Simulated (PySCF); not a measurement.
Two structures of SiH4ClF, singlet, reached by relaxing down either side of one saddle point (PBE0-D4/def2-TZVP). Energies are electronic, without zero-point energy. PySCF 2.14 with density fitting (its default auxiliary sets; JK sets also for MP2 and CCSD(T)); basis: def2-TZVPP and def2-QZVPP; cores frozen in the correlated methods. Extrapolation: Hartree–Fock as exp(−7.88 √X), correlation as X^−2.97. First:

```json
{"atom": "Si1", "x (Å)": "-0.3604", "y (Å)": "0.6678", "z (Å)": "-0.6223"}
{"atom": "Cl2", "x (Å)": "1.4091", "y (Å)": "-0.4172", "z (Å)": "-0.6931"}
{"atom": "H3", "x (Å)": "-0.4045", "y (Å)": "1.4908", "z (Å)": "-1.8506"}
{"atom": "H4", "x (Å)": "-0.3214", "y (Å)": "1.5135", "z (Å)": "0.5887"}
{"atom": "H5", "x (Å)": "-1.4786", "y (Å)": "-0.2972", "z (Å)": "-0.5809"}
{"atom": "H6", "x (Å)": "0.8316", "y (Å)": "-1.3974", "z (Å)": "1.2497"}
{"atom": "F7", "x (Å)": "0.2950", "y (Å)": "-1.5596", "z (Å)": "1.9902"}
```

Second:

```json
{"atom": "Si1", "x (Å)": "-0.9503", "y (Å)": "0.4005", "z (Å)": "0.3410"}
{"atom": "Cl2", "x (Å)": "2.7086", "y (Å)": "-1.1436", "z (Å)": "-1.4042"}
{"atom": "H3", "x (Å)": "-0.5896", "y (Å)": "1.5992", "z (Å)": "-0.4481"}
{"atom": "H4", "x (Å)": "-1.6754", "y (Å)": "0.7704", "z (Å)": "1.5770"}
{"atom": "H5", "x (Å)": "-1.7289", "y (Å)": "-0.5623", "z (Å)": "-0.4695"}
{"atom": "H6", "x (Å)": "1.9596", "y (Å)": "-0.9134", "z (Å)": "-0.3861"}
{"atom": "F7", "x (Å)": "0.4193", "y (Å)": "-0.3265", "z (Å)": "0.7835"}
```

(1) Which bonds change from the first to the second?

(2) Give the saddle point's structure and its height above each. (To be estimated.)

The T1 diagnostic stays at or below 0.012.

Results:

(1) SiH₃Cl ([SiH3][Cl]) + HF → SiH₃F ([F][SiH3]) + HCl; bonds formed: Si1–F7, Cl2–H6; bonds broken: Si1–Cl2, H6–F7.

(2) Computed: 31.16 kcal/mol above the first and 38.35 kcal/mol above the second (CCSD(T) at an estimated basis limit (MP2 extrapolated from triple and quadruple zeta, plus CCSD(T) − MP2 in triple zeta)).
```json
{"atom": "Si1", "x (Å)": "-0.5184", "y (Å)": "0.2955", "z (Å)": "-0.0990"}
{"atom": "Cl2", "x (Å)": "1.5864", "y (Å)": "-0.4003", "z (Å)": "-1.0698"}
{"atom": "H3", "x (Å)": "-0.3887", "y (Å)": "1.4796", "z (Å)": "-0.9782"}
{"atom": "H4", "x (Å)": "-1.2318", "y (Å)": "0.8280", "z (Å)": "1.0911"}
{"atom": "H5", "x (Å)": "-1.2756", "y (Å)": "-0.8247", "z (Å)": "-0.6816"}
{"atom": "H6", "x (Å)": "1.2876", "y (Å)": "-0.7736", "z (Å)": "0.5031"}
{"atom": "F7", "x (Å)": "0.5405", "y (Å)": "-0.6045", "z (Å)": "1.2347"}
```

Labels in which every atom is bracketed show which atoms are joined, not bond orders.

For scale, one of the runs: CCSD(T)/def2-TZVPP, 171 basis functions, launched by `OMP_NUM_THREADS=4 python run.py`. The run took 2.8 min on 4 CPU threads of an Arm Neoverse V2 (shared host), with 1.5 GiB of host memory at its peak.
